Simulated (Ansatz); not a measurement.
Density of states of CaFe₂P₂ (I4/mmm, a = 3.866 Å, b = 3.866 Å, c = 10.051 Å, α = 90.00°, β = 90.00°, γ = 90.00°), in states per eV and primitive cell, averaged over bins of 0.5 eV. Method: Ansatz, DFT r2SCAN, scalar-relativistic, plane waves, PAW.

Plane waves to 500 eV, a k mesh through Γ of 14×14×14 on the computed 5-atom cell and Gaussian smearing (0.10 eV); collinear spin from starting moments 0 2.81 2.81 0 0 μB.

The cell is relaxed at this level. The states (both spins) are summed by tetrahedra on a 21×21×21 mesh at the self-consistent density. Energies are bin centres; the table starts no lower than −8 eV and ends at 6 eV, or lower where the solved bands end.

It is a metal at this level.

```
E − E_F (eV) total Fe 3d down Fe 3d up P 3p up P 3p down Fe 4s up Fe 4s down
       -7.60   0.17        0.01      0.02     0.07       0.04      0.01        0.01
       -7.10   1.52        0.03      0.14     0.61       0.41      0.13        0.07
       -6.60   2.43        0.08      0.34     0.82       0.72      0.16        0.14
       -6.10   2.48        0.13      0.52     0.80       0.68      0.08        0.11
       -5.60   3.17        0.17      0.92     0.89       0.90      0.07        0.06
       -5.10   2.72        0.15      0.83     0.92       0.57      0.07        0.06
       -4.60   4.00        0.24      1.66     0.75       1.07      0.03        0.06
       -4.10   4.80        0.33      2.48     0.43       1.19      0.01        0.04
       -3.60   4.77        0.43      2.60     0.27       1.19      0.01        0.02
       -3.10   5.52        0.29      4.50     0.15       0.32      0.03        0.00
       -2.60   3.25        0.61      1.70     0.29       0.25      0.02        0.00
       -2.10   2.36        0.98      0.63     0.29       0.14      0.02        0.00
       -1.60   3.42        1.59      0.92     0.45       0.06      0.02        0.01
       -1.10   4.67        2.30      1.04     0.56       0.11      0.05        0.02
       -0.60   1.56        0.59      0.36     0.39       0.01      0.02        0.01
       -0.10   1.96        1.20      0.17     0.28       0.03      0.01        0.01
        0.40   3.45        2.23      0.14     0.36       0.09      0.01        0.07
        0.90   4.23        2.80      0.13     0.38       0.18      0.05        0.05
        1.40   3.33        1.88      0.09     0.25       0.38      0.04        0.04
        1.90   2.22        0.96      0.05     0.17       0.35      0.04        0.05
        2.40   1.65        0.44      0.04     0.15       0.26      0.04        0.05
        2.90   1.72        0.26      0.06     0.16       0.20      0.08        0.06
        3.40   2.83        0.17      0.09     0.17       0.14      0.28        0.05
        3.90   3.72        0.28      0.06     0.17       0.17      0.17        0.14
        4.40   4.83        0.39      0.04     0.20       0.29      0.12        0.19
```

The columns after the total are the main Löwdin projections on the occupied valence shells of the potentials; 4 others are left out. The rest of the total lies in those, in shells that are empty in the free atom, which aren't projected, and between the atoms.

The state reached may not be the lowest one. Only parallel moments were tried here.

Only this magnetic start was tried.

Cost: 1 run of about 8.6 core-minutes, on Oxide Virtual Turin-like Processor (Zen 5) (shared hosts).